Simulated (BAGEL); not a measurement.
# AlSiH4Cl (SMILES [SiH3][AlH][Cl]), step by step

Aim: a single-point energy (HF/cc-pVDZ), then a single-point energy (NEVPT2(2,2)/cc-pVDZ), then the energy (CASPT2(2,2)/cc-pVDZ) of AlSiH4Cl. 

The calculation is run with BAGEL 1.2.2.

1 further run of the same task is left out (set aside as unsound or not needed).

### 1 The structure to begin with

AlSiH4Cl has 7 atoms, charge 0, and is taken as a singlet. As SMILES, `[SiH3][AlH][Cl]`. One bond was lengthened or shortened from a relaxed shape.

Bond lengths: Si1–Al2 2.446 Å, Al2–Cl3 2.104 Å, Si1–H4 1.490 Å, Si1–H5 1.490 Å, Si1–H6 1.489 Å, Al2–H7 1.818 Å. Angles: Si1–Al2–Cl3 116.2°, Si1–Al2–H7 127.5°, Cl3–Al2–H7 116.3°, Al2–Si1–H4 110.2°, Al2–Si1–H5 110.2°, Al2–Si1–H6 112.2°, H4–Si1–H5 107.8°, H4–Si1–H6 108.2°, H5–Si1–H6 108.1°.

### 2 A single-point energy at HF/cc-pVDZ (density fitting with svp-jkfit) (run 1)

Input file calc.json:

```json
{ "bagel": [

{
  "title": "molecule",
  "basis": "cc-pvdz.json",
  "df_basis": "svp-jkfit",
  "angstrom": true,
  "geometry": [
    { "atom": "Si", "xyz": [   -0.982163,    0.537733,   -0.510190 ] },
    { "atom": "Al", "xyz": [    0.973837,   -0.657167,    0.344110 ] },
    { "atom": "Cl", "xyz": [    1.662437,   -2.267867,   -0.821890 ] },
    { "atom": "H", "xyz": [   -2.133663,   -0.396567,   -0.654290 ] },
    { "atom": "H", "xyz": [   -0.688563,    1.109933,   -1.854090 ] },
    { "atom": "H", "xyz": [   -1.397563,    1.651333,    0.387310 ] },
    { "atom": "H", "xyz": [    1.901100,   -0.314000,    1.869500 ] }
  ]
},
{ "title": "hf", "charge": 0 },
{ "title": "print", "file": "orbitals.molden", "orbitals": true }

]}
```

The basis set cc-pVDZ is read from a file made from the Basis Set Exchange's data (not shown).

Started as:

```console
$ BAGEL_NUM_THREADS=1 BAGEL calc.json > calc.out
```

The log of the run:

```text
* using 1 threads per process

  ===============================================================
  ===============================================================

  *** Geometry ***

  { "atom" : "Si", "xyz" : [     -1.856019,      1.016168,     -0.964119 ] },
  { "atom" : "Al", "xyz" : [      1.840285,     -1.241866,      0.650274 ] },
  { "atom" : "Cl", "xyz" : [      3.141551,     -4.285648,     -1.553147 ] },
  { "atom" : "H", "xyz" : [     -4.032039,     -0.749403,     -1.236429 ] },
  { "atom" : "H", "xyz" : [     -1.301195,      2.097469,     -3.503722 ] },
  { "atom" : "H", "xyz" : [     -2.641011,      3.120567,      0.731910 ] },
  { "atom" : "H", "xyz" : [      3.592558,     -0.593374,      3.532843 ] },

  Number of auxiliary basis functions:      456

  Since a DF basis is specified, we compute 2- and 3-index integrals:
    o Being stored without compression. Storage requirement is 0.020 GB

  Number of basis functions:       74
  Number of electrons      :       48

    * METHOD: MOLECULE                             0.19

  *** RHF ***

  === Nuclear Repulsion ===
   164.1342334247

      * DIIS with orbital gradients will be used.

  === RHF iteration (cc-pvdz.json) ===
      0       -992.65463581          0.00778650           0.06
      1       -992.72151137          0.00292193           0.05
      2       -992.72891377          0.00099646           0.05
      3       -992.72989216          0.00012153           0.05
      4       -992.72990652          0.00003453           0.05
      5       -992.72990780          0.00000660           0.05
      6       -992.72990784          0.00000150           0.05
      7       -992.72990784          0.00000046           0.05
      8       -992.72990784          0.00000010           0.05
      9       -992.72990784          0.00000003           0.05
     10       -992.72990784          0.00000001           0.05
    * SCF iteration converged.

    * Permanent dipole moment:
           (    0.314759,    -0.438176,    -0.166316) a.u.

    * METHOD: HF                                   0.73

    * METHOD: PRINT                                0.02

  ===============================================================
```

It took 1.1 s on 1 thread of Arm Neoverse V1, shared host; peak memory 0.14 GiB.

### 3 A single-point energy at NEVPT2(2,2)/cc-pVDZ (density fitting with svp-jkfit) (run 2)

Input file calc.json:

```json
{ "bagel" : [

{
  "title" : "molecule",
  "basis" : "cc-pvdz.json",
  "df_basis" : "svp-jkfit",
  "angstrom" : true,
  "geometry" : [
    { "atom" : "Si", "xyz" : [   -0.982163,    0.537733,   -0.510190 ] },
    { "atom" : "Al", "xyz" : [    0.973837,   -0.657167,    0.344110 ] },
    { "atom" : "Cl", "xyz" : [    1.662437,   -2.267867,   -0.821890 ] },
    { "atom" : "H", "xyz" : [   -2.133663,   -0.396567,   -0.654290 ] },
    { "atom" : "H", "xyz" : [   -0.688563,    1.109933,   -1.854090 ] },
    { "atom" : "H", "xyz" : [   -1.397563,    1.651333,    0.387310 ] },
    { "atom" : "H", "xyz" : [    1.901100,   -0.314000,    1.869500 ] }
  ]
},
{
  "title" : "hf"
},
{
  "title" : "casscf",
  "nstate" : 1,
  "nact" : 2,
  "nclosed" : 23,
  "nspin" : 0,
  "active" : [23, 26],
  "maxiter" : 200,
  "natocc" : true
},
{
  "title" : "nevpt2",
  "nstate" : 1,
  "nact" : 2,
  "nclosed" : 23,
  "nspin" : 0,
  "active" : [23, 26],
  "maxiter" : 200,
  "natocc" : true,
  "ncore" : 15
},
{
  "title" : "print",
  "file" : "orbitals.molden",
  "orbitals" : true
}

]}
```

The basis set cc-pVDZ is read from a file made from the Basis Set Exchange's data (not shown).

Started as:

```console
$ BAGEL_NUM_THREADS=1 BAGEL calc.json > calc.out
```

The log of the run:

```text
* using 1 threads per process

  ===============================================================
  ===============================================================

  *** Geometry ***

  { "atom" : "Si", "xyz" : [     -1.856019,      1.016168,     -0.964119 ] },
  { "atom" : "Al", "xyz" : [      1.840285,     -1.241866,      0.650274 ] },
  { "atom" : "Cl", "xyz" : [      3.141551,     -4.285648,     -1.553147 ] },
  { "atom" : "H", "xyz" : [     -4.032039,     -0.749403,     -1.236429 ] },
  { "atom" : "H", "xyz" : [     -1.301195,      2.097469,     -3.503722 ] },
  { "atom" : "H", "xyz" : [     -2.641011,      3.120567,      0.731910 ] },
  { "atom" : "H", "xyz" : [      3.592558,     -0.593374,      3.532843 ] },

  Number of auxiliary basis functions:      456

  Since a DF basis is specified, we compute 2- and 3-index integrals:
    o Being stored without compression. Storage requirement is 0.020 GB

  Number of basis functions:       74
  Number of electrons      :       48

    * METHOD: MOLECULE                             0.19

  *** RHF ***

  === Nuclear Repulsion ===
   164.1342334247

      * DIIS with orbital gradients will be used.

  === RHF iteration (cc-pvdz.json) ===
      0       -992.65463581          0.00778650           0.06
      1       -992.72151137          0.00292193           0.05
      2       -992.72891377          0.00099646           0.05
      3       -992.72989216          0.00012153           0.05
      4       -992.72990652          0.00003453           0.05
      5       -992.72990780          0.00000660           0.05
      6       -992.72990784          0.00000150           0.05
      7       -992.72990784          0.00000046           0.05
      8       -992.72990784          0.00000010           0.05
      9       -992.72990784          0.00000003           0.05
     10       -992.72990784          0.00000001           0.05
    * SCF iteration converged.

    * Permanent dipole moment:
           (    0.314759,    -0.438176,    -0.166316) a.u.

    * METHOD: HF                                   0.72

  ---------------------------
      CASSCF calculation
  ---------------------------

    ==== Active orbitals : =====
         Orbital 23
         Orbital 26
    ============================

    * nstate   :      1
    * nclosed  :     23
    * nact     :      2
    * nvirt    :     49
  === CASSCF iteration (cc-pvdz.json) ===

    * Using the second-order algorithm

      0  0      -992.73051311     1.29e-04      0.02

      1  0      -992.73466114     6.01e-04      0.26

      2  0      -992.74502553     1.49e-03      0.23

      3  0      -992.74719320     2.15e-04      0.29

      4  0      -992.74725406     7.08e-05      0.29

      5  0      -992.74725688     2.23e-05      0.29

      6  0      -992.74725708     6.45e-06      0.29

      7  0      -992.74725710     1.82e-06      0.29

      8  0      -992.74725710     5.10e-07      0.28

      9  0      -992.74725710     1.42e-07      0.28

     10  0      -992.74725710     3.97e-08      0.25

     11  0      -992.74725710     1.11e-08      0.24

     12  0      -992.74725710     3.09e-09      0.22

    * Second-order optimization converged. *

     guess   0:   closed 1.                   open ..

  === FCI iteration ===

      0  0      -992.72951932     6.56e-02      0.00
      1  0      -992.74724830     1.16e-03      0.00
      2  0 *    -992.74725710     2.48e-16      0.00

     * ci vector, state   0, <S^2> = 0.0000
       2.     0.9909762623
       .2    -0.1340374853

    * METHOD: CASSCF                               3.36

    * freezing 15 orbitals

  === DF-NEVPT2 calculation ===

    * 3-index integral transformation done
    * assembly done

      NEVPT2 correlation energy:   -0.2822045747      0.08

          (+0)     -0.2589166355
          (+0)'    -0.0018122980
          (+1)     -0.0044370404
          (+1)'    -0.0000000000
          (+2)     -0.0001238909
          (-1)     -0.0086251099
          (-1)'     0.0000000000
          (-2)     -0.0082896000

      NEVPT2 total energy:       -993.0294616728

    * METHOD: NEVPT2                               0.17

    * METHOD: PRINT                                0.01

  ===============================================================
```

It took 4.8 s on 1 thread of Arm Neoverse V1, shared host; peak memory 0.14 GiB.

### 4 The energy at CASPT2(2,2)/cc-pVDZ (density fitting with svp-jkfit) (run 3)

Edit calc.json of step 3 so:

```diff
@@ -6,3 +6,3 @@
   "df_basis" : "svp-jkfit",
-  "angstrom" : true,
+  "angstrom" : "true",
   "geometry" : [
@@ -25,17 +25,5 @@
   "nclosed" : 23,
-  "nspin" : 0,
   "active" : [23, 26],
   "maxiter" : 200,
-  "natocc" : true
-},
-{
-  "title" : "nevpt2",
-  "nstate" : 1,
-  "nact" : 2,
-  "nclosed" : 23,
-  "nspin" : 0,
-  "active" : [23, 26],
-  "maxiter" : 200,
-  "natocc" : true,
-  "ncore" : 15
+  "natocc" : "true"
 },
@@ -44,3 +32,13 @@
   "file" : "orbitals.molden",
-  "orbitals" : true
+  "orbitals" : "true"
+},
+{
+  "title" : "smith",
+  "method" : "caspt2",
+  "ms" : "true",
+  "xms" : "true",
+  "sssr" : "true",
+  "shift" : 0.2,
+  "shift_imag" : "true",
+  "ncore" : 15
 }
```

The basis set cc-pVDZ is read from a file made from the Basis Set Exchange's data (not shown).

Started as:

```console
$ BAGEL_NUM_THREADS=1 BAGEL calc.json > calc.out
```

The log of the run:

```text
* using 1 threads per process

  ===============================================================
  ===============================================================

  *** Geometry ***

  { "atom" : "Si", "xyz" : [     -1.856019,      1.016168,     -0.964119 ] },
  { "atom" : "Al", "xyz" : [      1.840285,     -1.241866,      0.650274 ] },
  { "atom" : "Cl", "xyz" : [      3.141551,     -4.285648,     -1.553147 ] },
  { "atom" : "H", "xyz" : [     -4.032039,     -0.749403,     -1.236429 ] },
  { "atom" : "H", "xyz" : [     -1.301195,      2.097469,     -3.503722 ] },
  { "atom" : "H", "xyz" : [     -2.641011,      3.120567,      0.731910 ] },
  { "atom" : "H", "xyz" : [      3.592558,     -0.593374,      3.532843 ] },

  Number of auxiliary basis functions:      456

  Since a DF basis is specified, we compute 2- and 3-index integrals:
    o Being stored without compression. Storage requirement is 0.020 GB

  Number of basis functions:       74
  Number of electrons      :       48

    * METHOD: MOLECULE                             0.19

  *** RHF ***

  === Nuclear Repulsion ===
   164.1342334247

      * DIIS with orbital gradients will be used.

  === RHF iteration (cc-pvdz.json) ===
      0       -992.65463581          0.00778650           0.05
      1       -992.72151137          0.00292193           0.05
      2       -992.72891377          0.00099646           0.05
      3       -992.72989216          0.00012153           0.05
      4       -992.72990652          0.00003453           0.05
      5       -992.72990780          0.00000660           0.05
      6       -992.72990784          0.00000150           0.05
      7       -992.72990784          0.00000046           0.05
      8       -992.72990784          0.00000010           0.05
      9       -992.72990784          0.00000003           0.05
     10       -992.72990784          0.00000001           0.05
    * SCF iteration converged.

    * Permanent dipole moment:
           (    0.314759,    -0.438176,    -0.166316) a.u.

    * METHOD: HF                                   0.70

  ---------------------------
      CASSCF calculation
  ---------------------------

    ==== Active orbitals : =====
         Orbital 23
         Orbital 26
    ============================

    * nstate   :      1
    * nclosed  :     23
    * nact     :      2
    * nvirt    :     49
  === CASSCF iteration (cc-pvdz.json) ===

    * Using the second-order algorithm

      0  0      -992.73051311     1.29e-04      0.02

      1  0      -992.73466114     6.01e-04      0.26

      2  0      -992.74502553     1.49e-03      0.23

      3  0      -992.74719320     2.15e-04      0.29

      4  0      -992.74725406     7.08e-05      0.28

      5  0      -992.74725688     2.23e-05      0.29

      6  0      -992.74725708     6.45e-06      0.28

      7  0      -992.74725710     1.82e-06      0.29

      8  0      -992.74725710     5.10e-07      0.29

      9  0      -992.74725710     1.42e-07      0.28

     10  0      -992.74725710     3.97e-08      0.25

     11  0      -992.74725710     1.11e-08      0.25

     12  0      -992.74725710     3.09e-09      0.22

    * Second-order optimization converged. *

     guess   0:   closed 1.                   open ..

  === FCI iteration ===

      0  0      -992.72951932     6.56e-02      0.00
      1  0      -992.74724830     1.16e-03      0.00
      2  0 *    -992.74725710     2.48e-16      0.00

     * ci vector, state   0, <S^2> = 0.0000
       2.     0.9909762623
       .2    -0.1340374853

    * METHOD: CASSCF                               3.36

    * METHOD: PRINT                                0.01

  === SMITH program ===

    * freezing 15 orbitals

    * Approximate memory requirement for SMITH calulation per MPI process:
      o Storage requirement for T-amplitude, lambda, and residual is 0.01 GB
      o Storage requirement for MO integrals is 0.00 GB
    * Calculating and saving rdm4f

    * Zeroth order energy : state  0       -0.8386876396

    * CASPT2 iteration is performed using orthogonal basis

      -------------------------------------------  CASPT2 iteration  ---------------------------------------------------
       #      aibj      arbs      arbi      airj      risj      airs      arst      rist         Etot      error   time
      ------------------------------------------------------------------------------------------------------------------

       0  -0.25770  -0.01012  -0.00877  -0.00519  -0.00021  -0.00157  -0.00000  -0.00000   -0.2835632  0.0011027   0.03
       1  -0.25794  -0.01016  -0.00879  -0.00536  -0.00024  -0.00163   0.00000  -0.00000   -0.2841103  0.0002168   0.03
       2  -0.25794  -0.01016  -0.00880  -0.00537  -0.00024  -0.00162  -0.00000  -0.00000   -0.2841291  0.0000587   0.03
       3  -0.25794  -0.01016  -0.00880  -0.00537  -0.00024  -0.00163  -0.00000  -0.00000   -0.2841303  0.0000145   0.03
       4  -0.25794  -0.01016  -0.00880  -0.00537  -0.00024  -0.00163   0.00000  -0.00000   -0.2841304  0.0000030   0.03
       5  -0.25794  -0.01016  -0.00880  -0.00537  -0.00024  -0.00163  -0.00000  -0.00000   -0.2841304  0.0000006   0.03

      ------------------------------------------------------------------------------------------------------------------

    * CASPT2 energy : state  0     -993.0338149134
        w/o shift correction       -993.0313874764
        reference weight              0.8898849746

    * METHOD: SMITH                                0.30

  ===============================================================
```

Wall time 4.8 s (1 thread of Arm Neoverse V1, shared host); peak memory 0.14 GiB.

### 5 What came out

```
                                quantity          value
         run 1, HF/cc-pVDZ: total energy  -992.72991 Eh
        run 1, HF/cc-pVDZ: dipole moment         1.43 D
          run 1, HF/cc-pVDZ: HOMO energy      -10.32 eV
          run 1, HF/cc-pVDZ: LUMO energy        0.73 eV
        run 1, HF/cc-pVDZ: HOMO–LUMO gap       11.05 eV
run 2, NEVPT2(2,2)/cc-pVDZ: total energy  -993.02946 Eh
run 3, CASPT2(2,2)/cc-pVDZ: total energy  -993.03381 Eh
```
